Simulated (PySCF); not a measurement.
C4H9Cl.
Z-matrix (Å and degrees, PBE0-D3(BJ)/def2-TZVP geometry), rows numbered from 1:
```
C 
C   1  1.5194
C   2  1.5239  1  111.23
C   2  1.5165  1  112.10  3   121.84
Cl  4  1.7865  2  112.87  1    63.73
H   1  1.0921  2  110.72  3    58.83
H   1  1.0947  2  110.58  3   -60.54
H   1  1.0909  2  111.39  3   179.32
H   2  1.0959  1  108.75  3  -119.51
H   3  1.0920  2  110.57  1   -58.54
H   3  1.0943  2  110.91  1    60.71
H   3  1.0929  2  111.75  1  -178.75
H   4  1.0916  2  111.05  1   -55.82
H   4  1.0898  2  111.14  1  -177.12
```

Theory: PBE0-D3(BJ)/def2-TZVP geometry optimisation, gas phase (PySCF 2.14.0).

Take the most abundant isotopes and a rigid rotor. The values belong to one conformer with, in the numbering `[CH3:1][CH:2]([CH3:3])[CH2:4][Cl:5]`, C1–C2–C4–Cl5 64°.

Give the principal moments of inertia and the rotational constants in cm⁻¹.

Ia = 66.43, Ib = 234.00, Ic = 279.77 u·Å²; 505379 MHz·u·Å²/I gives 7608, 2160 and 1806 MHz, that is A = 0.25376, B = 0.07204, C = 0.06025 cm⁻¹.

What kind of rotor is it?

An asymmetric top. Ray's parameter κ = (2B − A − C)/(A − C) = -0.878; −1 is the prolate and +1 the oblate limit.

Is it planar, by Δ = Ic − Ia − Ib?

Not planar: Δ = Ic − Ia − Ib = -20.66 u·Å². For a rigid frame Δ = −2 Σ m c², so Σ m c² = 10.33 u·Å² lies off the ab plane: 7.21 from hydrogen and 3.12 from heavier atoms. The atom farthest from that plane is 1.43 Å away.

Give the other two planar moments, Paa and Pbb, and the rms extents of the mass along the axes.

Paa = Σ m a² = (Ib + Ic − Ia)/2 = 223.67 and Pbb = Σ m b² = (Ia + Ic − Ib)/2 = 56.10 u·Å². With the mass M = 92.04 u, the rms extents √(P/M) along a, b and c are 1.56, 0.78, 0.33 Å.

Give the coordinates in the principal-axis frame, origin at the centre of mass.

The sense of each axis is arbitrary; atoms in the order of the calculation.
```json
{"atom": "C1", "mass (u)": "12.000", "a (Å)": "-1.101", "b (Å)": "1.454", "c (Å)": "-0.144"}
{"atom": "C2", "mass (u)": "12.000", "a (Å)": "-0.979", "b (Å)": "0.013", "c (Å)": "0.321"}
{"atom": "C3", "mass (u)": "12.000", "a (Å)": "-2.261", "b (Å)": "-0.765", "c (Å)": "0.046"}
{"atom": "C4", "mass (u)": "12.000", "a (Å)": "0.177", "b (Å)": "-0.707", "c (Å)": "-0.346"}
{"atom": "Cl5", "mass (u)": "34.969", "a (Å)": "1.765", "b (Å)": "-0.003", "c (Å)": "0.069"}
{"atom": "H6", "mass (u)": "1.008", "a (Å)": "-1.932", "b (Å)": "1.954", "c (Å)": "0.359"}
{"atom": "H7", "mass (u)": "1.008", "a (Å)": "-1.288", "b (Å)": "1.496", "c (Å)": "-1.221"}
{"atom": "H8", "mass (u)": "1.008", "a (Å)": "-0.189", "b (Å)": "2.017", "c (Å)": "0.063"}
{"atom": "H9", "mass (u)": "1.008", "a (Å)": "-0.792", "b (Å)": "0.005", "c (Å)": "1.401"}
{"atom": "H10", "mass (u)": "1.008", "a (Å)": "-3.109", "b (Å)": "-0.297", "c (Å)": "0.549"}
{"atom": "H11", "mass (u)": "1.008", "a (Å)": "-2.482", "b (Å)": "-0.787", "c (Å)": "-1.025"}
{"atom": "H12", "mass (u)": "1.008", "a (Å)": "-2.191", "b (Å)": "-1.798", "c (Å)": "0.397"}
{"atom": "H13", "mass (u)": "1.008", "a (Å)": "0.092", "b (Å)": "-0.661", "c (Å)": "-1.434"}
{"atom": "H14", "mass (u)": "1.008", "a (Å)": "0.218", "b (Å)": "-1.752", "c (Å)": "-0.040"}
```

Which lines would a microwave search look for?

The dipole components are |μa| = 1.96 D, |μb| = 0.60 D, |μc| = 0.24 D. Intensities carry the squares of the components, which stand as 1.00 : 0.09 : 0.02 (a : b : c). Some lines, for components of 0.1 D or more:

```
type  branch         J(Ka,Kc)    MHz  lower level (cm⁻¹)
   a       Q  1(1,0) ← 1(1,1)    353               0.314
   a       Q  2(1,1) ← 2(1,2)   1060               0.567
   c       Q  3(1,3) ← 3(0,3)   4637               0.791
   c       Q  2(1,2) ← 2(0,2)   5111               0.396
   b       Q  1(1,0) ← 1(0,1)   5801               0.132
   a       R  2(0,2) ← 1(0,1)   7916               0.132
   a       R  3(1,3) ← 2(1,2)  11358               0.567
   a       R  3(2,2) ← 2(2,1)  11898               1.147
   b       R  2(1,2) ← 1(0,1)  13027               0.132
   c       R  2(1,1) ← 1(0,1)  14087               0.132
   c       Q  3(2,2) ← 3(1,2)  15824               1.016
   c       Q  2(2,1) ← 2(1,1)  16344               0.602
   b       Q  2(2,0) ← 2(1,1)  16360               0.602
   c       R  2(2,1) ← 1(1,1)  24983               0.314
   b       R  2(2,0) ← 1(1,1)  24999               0.314
   c       Q  3(3,1) ← 3(2,1)  28050               1.547
   b       Q  3(3,1) ← 3(2,2)  28133               1.544
   b       R  3(2,2) ← 2(1,1)  28242               0.602
   c       R  3(3,1) ← 2(2,1)  40032               1.147
```

Stationary, but not proved a minimum. Constants of a rigid frame at the computed geometry: no zero-point averaging, no centrifugal distortion. A rigid rotor knows nothing of internal rotation, which can split or shift real lines. Quadrupole hyperfine structure (35Cl) is left out.
